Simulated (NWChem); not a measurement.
**C2H3ClO (acetyl chloride) at KT1 (NWChem form)/MIDI!**

Aim: the energy change on altering one bond length of C2H3ClO (acetyl chloride) at KT1 (NWChem form)/MIDI!, from 2 runs. 

Program for the calculation: NWChem 7.3.0.

3 further runs of the same task are left out: 1 that didn't finish, 2 set aside as unsound or not needed.

## 1. The system as given

C2H3ClO: 7 atoms, total charge 0, spin state singlet. SMILES: `CC(=O)Cl`. The coordinates come from a GFN2-xTB relaxation.

Bond lengths: C1–C2 1.486 Å, C2–O3 1.183 Å, C2–Cl4 1.777 Å, C1–H5 1.087 Å, C1–H6 1.088 Å, C1–H7 1.088 Å. Angles: C1–C2–O3 128.9°, C1–C2–Cl4 111.5°, O3–C2–Cl4 119.6°, C2–C1–H5 109.6°, C2–C1–H6 109.8°, C2–C1–H7 109.6°, H5–C1–H6 110.2°, H5–C1–H7 110.0°, H6–C1–H7 107.7°.

## 2. A single-point energy at KT1 (NWChem form)/MIDI!

run.py

```python
from ase import Atoms
from ase.calculators.nwchem import NWChem

molecule = Atoms(['C', 'C', 'O', 'Cl', 'H', 'H', 'H'], positions=[
    [0.139990, 0.665100, 0.105970],
    [0.019340, -0.813610, 0.022090],
    [0.681950, -1.643530, 0.542210],
    [-1.330550, -1.297400, -1.028170],
    [0.961280, 0.926750, 0.768770],
    [-0.790450, 1.089680, 0.476020],
    [0.318450, 1.073010, -0.886890],
])

calc = NWChem(
    label='c2h3clo',
    theory='dft',
    memory='2200 mb',
    basis='"midi!"',
    basispar='spherical',
    dft={'xc': 'kt1', 'mult': '1', 'grid': 'medium', 'mulliken': None},
    task='energy',
)
molecule.calc = calc

print("Total energy (eV):", round(molecule.get_potential_energy(), 6))
print("dipole (e A):", molecule.get_dipole_moment().round(4))
```

Started as:

```
$ export ASE_NWCHEM_COMMAND="nwchem PREFIX.nwi > PREFIX.nwo"
$ python run.py
```

What it wrote:

```text
Total energy (eV): -16714.784122
dipole (e A): [0.0949 0.5185 0.0689]
```

The calculator wrote c2h3clo.nwi:

```
title "c2h3clo"

permanent_dir c2h3clo

scratch_dir c2h3clo

start c2h3clo

geometry units angstrom nocenter noautosym noautoz
  C  1.3999000000000000e-01 6.6510000000000002e-01 1.0596999999999999e-01
  C  1.9340000000000000e-02 -8.1361000000000006e-01 2.2089999999999999e-02
  O  6.8194999999999995e-01 -1.6435299999999999e+00 5.4220999999999997e-01
  Cl -1.3305499999999999e+00 -1.2974000000000001e+00 -1.0281700000000000e+00
  H  9.6128000000000002e-01 9.2674999999999996e-01 7.6876999999999995e-01
  H  -7.9044999999999999e-01 1.0896800000000000e+00 4.7602000000000000e-01
  H  3.1845000000000001e-01 1.0730100000000000e+00 -8.8688999999999996e-01
end

memory 2200 mb

basis spherical noprint
   * library "midi!"
end

dft
  xc kt1
  mult 1
  grid medium
  mulliken
end

task dft energy
```

c2h3clo.nwo (excerpt; [...] marks lines left out):

```text
[...]
          Wavefunction type:  closed shell.
          No. of atoms     :     7
          No. of electrons :    40
[...]
          Charge           :     0
          Spin multiplicity:     1
[...]
          AO basis - number of functions:    56
[...]
              XC Information
              --------------
                        Slater Exchange Functional  1.000 local
                           KT1 gradient correction  1.000 non-local
            Perdew 1991 LDA Correlation Functional  1.000 local
[...]
 d= 0,ls=0.0,diis     1   -614.1166614173 -7.64D+02  4.07D-02  9.96D-01     0.5
[...]
 d= 0,ls=0.0,diis    10   -614.2569917872 -1.42D-08  2.67D-06  3.55D-08     3.7
         Total DFT energy =     -614.256991787199
      One electron energy =    -1137.699191966329
           Coulomb energy =      425.608086820723
    Exchange-Corr. energy =      -52.497937303983
 Nuclear repulsion energy =      150.332050662391
[...]
      Total Density - Mulliken Population Analysis
     ---------------------------------------------
    Atom       Charge   Shell Charges
 -----------   ------   -------------------------------------------------------
    1 C    6     6.57   1.99  0.85  0.53  1.51  1.69
    2 C    6     5.48   1.99  0.86  0.16  1.38  1.08
    3 O    8     8.42   1.99  1.02  0.93  2.02  2.42  0.04
    4 Cl  17    17.21   2.00  2.00  1.19  0.77  5.97  2.36  2.88  0.03
    5 H    1     0.78   0.56  0.22
    6 H    1     0.77   0.56  0.21
    7 H    1     0.77   0.56  0.21
[...]
```

Run time: 5.7 s. Hardware: 1 thread of Intel Xeon at 2.60GHz (Ice Lake), shared host; peak memory 0.11 GiB.

## 3. The distorted shape at the same level

run.nw

```
start run
title "C2H3ClO energy"
memory 2200 mb

geometry units angstrom noautosym nocenter
  zmatrix
    C
    C 1 r2
    O 2 r3 1 a3
    Cl 2 r4 3 a4 1 d4
    H 1 r5 2 a5 3 d5
    H 1 r6 5 a6 2 d6
    H 1 r7 6 a7 5 d7
  variables
    r2 1.485993
    r3 1.182516
    a3 128.90738
    r4 1.777443
    a4 119.6317
    d4 179.85069
    r5 1.196061
    a5 109.58415
    d5 -1.17917
    r6 1.087623
    a6 110.17161
    d6 120.87259
    r7 1.088122
    a7 107.72291
    d7 -120.00211
  end
end

basis spherical
  * library "midi!"
end

dft
  xc kt1
  mult 1
  grid medium
  mulliken
end

task dft energy
```

Started as:

```
$ nwchem run.nw > run.out
```

What it wrote (excerpt; [...] marks lines left out):

```text
[...]
          Wavefunction type:  closed shell.
          No. of atoms     :     7
          No. of electrons :    40
[...]
          Charge           :     0
          Spin multiplicity:     1
[...]
          AO basis - number of functions:    56
[...]
              XC Information
              --------------
                        Slater Exchange Functional  1.000 local
                           KT1 gradient correction  1.000 non-local
            Perdew 1991 LDA Correlation Functional  1.000 local
[...]
 d= 0,ls=0.0,diis     1   -614.1119748128 -7.64D+02  4.09D-02  1.00D+00     0.5
[...]
 d= 0,ls=0.0,diis    10   -614.2532485471 -1.69D-08  2.68D-06  3.28D-08     3.6
         Total DFT energy =     -614.253248547082
      One electron energy =    -1136.832472639272
           Coulomb energy =      425.151217266141
    Exchange-Corr. energy =      -52.462047820528
 Nuclear repulsion energy =      149.890054646577
[...]
      Total Density - Mulliken Population Analysis
     ---------------------------------------------
    Atom       Charge   Shell Charges
 -----------   ------   -------------------------------------------------------
    1 C    6     6.57   1.99  0.84  0.55  1.48  1.71
    2 C    6     5.48   1.99  0.86  0.16  1.38  1.08
    3 O    8     8.42   1.99  1.03  0.93  2.02  2.42  0.04
    4 Cl  17    17.21   2.00  2.00  1.19  0.77  5.97  2.36  2.88  0.03
    5 H    1     0.79   0.51  0.28
    6 H    1     0.76   0.56  0.20
    7 H    1     0.76   0.56  0.20
[...]
```

It took 4.2 s on 1 thread of Intel Xeon at 2.60GHz (Ice Lake), shared host; peak memory 0.11 GiB.

## 4. Results

Level: KT1 (NWChem form)/MIDI!.

```
                                                         quantity          value
                                        first shape: total energy  -614.25699 Eh
                                       first shape: dipole moment         2.55 D
                                         first shape: HOMO energy       -6.62 eV
                                         first shape: LUMO energy       -1.57 eV
                                       first shape: HOMO–LUMO gap        5.05 eV
                                    distorted shape: total energy  -614.25325 Eh
                                   distorted shape: dipole moment         2.51 D
                                     distorted shape: HOMO energy       -6.62 eV
                                     distorted shape: LUMO energy       -1.58 eV
                                   distorted shape: HOMO–LUMO gap        5.04 eV
energy change with the C1–H5 bond stretched from 1.087 to 1.196 Å       0.102 eV
```

**Reading.** With the C1–H5 bond stretched from 1.087 to 1.196 Å the energy rises by 0.10 eV (2.3 kcal/mol). The first shape isn't relaxed at this level, so the change isn't measured from a minimum. Mulliken charges (first shape) run from -0.57 on C1 to +0.52 on C2; they depend strongly on the basis. Mulliken charges (distorted shape) run from -0.57 on C1 to +0.52 on C2; they depend strongly on the basis.
